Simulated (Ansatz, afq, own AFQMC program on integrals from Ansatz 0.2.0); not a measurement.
# BSiH, singlet: AFQMC among the cluster methods

```tsv
atom	x (Å)	y (Å)	z (Å)
Si	0.0000	0.0000	0.1742
B	0.0000	0.0000	-1.8643
H	0.0000	0.0000	1.6901
```

Connectivity, by distances: SiH–B.

Basis 6-31G. Only valence electrons are correlated. AFQMC by an in-house program on the Cholesky factors that Ansatz 0.2.0 writes for its CCSD(T) run. ph-AFQMC/CISD is guided by a CISD state made of CCSD amplitudes; releasing the constraint for a short imaginary time cuts its bias at the price of noise, slowly where states lie close. ± is one standard error of the sampling.

Determinant: RHF, the one that the program's search chose, which needn't be the lowest solution. The geometry is a PBE0/def2-TZVP stationary point of this or a neighbouring charge and spin state.

Full CI on the same integrals is exact in this basis and with this determinant's frozen core.

Cautions: another spin lies lower (by 838 meV); restricted determinant unstable towards unrestricted (UHF 961 meV lower, ⟨S²⟩ 1.79); strong correlation (T1 0.043, weight of the determinant 0.82, largest double 0.14); the CCSDT(Q) amplitudes may be one of several solutions (largest double 0.55); the CCSDTQ amplitudes may be one of several solutions (largest double 0.93); the released energies are still falling, so no released level is given (meV from the phaseless value at times in 1/Eh: 2 ± 13 at 0.24, -3 ± 12 at 0.51, -4 ± 11 at 0.99, -21 ± 13 at 1.62, -29 ± 12 at 2.40); the determinant fills πx and πy unequally, so it mixes two states of the linear molecule, and each level undoes that mixture to a different degree, while full CI gives the lower state; CCSDTQ on the UHF determinant differs (841 meV lower), perhaps since the unrestricted series falls towards higher spin.

- T1 diagnostic: 0.0431
- weight of the determinant in the CISD state: 0.824
- size of the correlated space: 8 electrons in 18 orbitals

| level | correlation energy (eV) |
| --- | --- |
| MP2 | -2.3874 |
| CCSD | -3.3744 |
| CCSD(T) | -3.5497 |

(1) Estimate where phaseless AFQMC with the Hartree–Fock trial lies against CCSD(T) on the same integrals.

(1) 16.4 ± 3.6 kJ/mol below CCSD(T).

Reference: full CI, correlation energy -3.695 eV. The cautions show a poor starting determinant, so the rows tell how each method copes with it here, and full CI is the sure value.

```json
{"level": "CCSD(T)", "E − E(reference) (kJ/mol)": "14.0", "share of correlation (%)": "96.07"}
{"level": "CCSDT", "E − E(reference) (kJ/mol)": "6.5", "share of correlation (%)": "98.17"}
{"level": "CCSDT(Q)", "E − E(reference) (kJ/mol)": "2.4", "share of correlation (%)": "99.31"}
{"level": "CCSDTQ", "E − E(reference) (kJ/mol)": "0.5", "share of correlation (%)": "99.87"}
{"level": "ph-AFQMC/HF", "E − E(reference) (kJ/mol)": "-2.3 ± 3.6", "share of correlation (%)": "100.66"}
{"level": "ph-AFQMC/CISD", "E − E(reference) (kJ/mol)": "8.8 ± 1.2", "share of correlation (%)": "97.54"}
```

CCSDT and higher add their correlation energy to the determinant of the CCSD(T) run, since their own runs factorise the integrals more tightly (a shift of under 2 meV).
